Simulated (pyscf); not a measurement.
Elementary routes open to `[O]=[Sn]` [singlet] + `[SH2]` in the gas phase (singlet surface):
A. `[O]=[Sn]=[S]` + `[H][H]` (H–S, H–S broken; S–Sn, H–H formed)
B. `[O]=[SnH][SH]` (H–S broken; S–Sn, H–Sn formed)

PySCF, gas phase, ωB97X-D3(BJ)/def2-SVP geometries.

**Question.** Rank the routes by free-energy barrier at 298 K, lowest first, for ωB97M-D3(BJ)/def2-TZVP energies (ideal gas, 1 atm, RRHO with modes under 100 cm⁻¹ raised to 100, one conformer, R ln 2 for chiral ones without a mode under 150 cm⁻¹).

**Answer.** B (59.7 kcal/mol), A (67.6 kcal/mol)

Route B is the fastest of these, ahead of the next by 7.9 kcal/mol. The most stable products are those of B (ΔG = +19.8 kcal/mol), so kinetics and thermodynamics agree. At 1200 K B is still the fastest. A: On the reactant side the descent ends in a complex (not fully relaxed), 6.1 kcal/mol under the separated species and 63.2 kcal/mol under the saddle at ωB97X-D3(BJ)/def2-TZVP. B: On the reactant side the descent ends in a complex (not fully relaxed), 7.6 kcal/mol under the separated species and 55.0 kcal/mol under the saddle at ωB97X-D3(BJ)/def2-TZVP. On the product side the descent ends in a point that may be a rotor saddle (no frequency run), 1.2 kcal/mol over the lowest minimum found and 43.8 kcal/mol under the saddle at ωB97X-D3(BJ)/def2-TZVP. Only these routes are compared; each barrier is that of the saddle found, and lower ones may exist. Elements past Kr carry the def2 core potentials, without spin-orbit coupling.
